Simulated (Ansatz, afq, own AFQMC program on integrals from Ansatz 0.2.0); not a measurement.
# CH⁺, triplet in cc-pVTZ, levels against full CI

```xyz
2

C     0.0000    0.0000    0.0000
H     0.0000    0.0000    1.1404
```

Basis cc-pVTZ. Noble-gas cores (and the filled d shells of Ga–Kr and In–Xe) are frozen. AFQMC by an in-house program on the Cholesky factors that Ansatz 0.2.0 writes for its CCSD(T) run. The CISD trial takes its coefficients from CCSD amplitudes. Released means that phaseless walkers are propagated on without the constraint, phases kept. Error bars are statistical, one sigma.

Determinant: UHF, the one that the program's search chose, which needn't be the lowest solution. The geometry is a PBE0/def2-TZVP stationary point of this or a neighbouring charge and spin state.

Full CI on the same integrals is exact in this basis and with this determinant's frozen core.

Cautions: another spin lies lower (by 1.18 eV).

The T1 diagnostic is 0.0186 and the weight of the determinant in the CISD state is 0.961. The ⟨S²⟩ of the determinant is 2.003. The size of the correlated space is 4 electrons in 43 orbitals.

```tsv
level	correlation energy (eV)
MP2	-1.6181
CCSD	-2.0681
CCSD(T)	-2.1094
```

**Question.** Estimate where full CI lies against CCSD(T) on the same integrals.

**Answer.** 0.43 mEh below CCSD(T).

Reference: full CI, correlation energy -2.121 eV. The released energy is read at 2.40 1/Eh (meV from the phaseless value at times in 1/Eh: -6 ± 3 at 0.24, -4 ± 3 at 0.51, -4 ± 3 at 0.99, -3 ± 3 at 1.62, -1 ± 4 at 2.40).

```csv
level,E − E(reference) (mEh),share of correlation (%)
CCSD(T),0.43,99.45
CCSDT,0.02,99.97
CCSDT(Q),0.00,100.00
ph-AFQMC/CISD,0.17 ± 0.09,99.78
released AFQMC,0.13 ± 0.14,99.83
```

CCSDT and higher add their correlation energy to the determinant of the CCSD(T) run, since their own runs factorise the integrals more tightly (a shift of under 2 meV). A walk keeps the symmetry of its determinant, which the program's search chose and which needn't be the lowest solution, so a lower state of the same spin and another symmetry isn't excluded. Released energies are given only where the last usable release times agree within the noise; a slower fall can still hide under it.
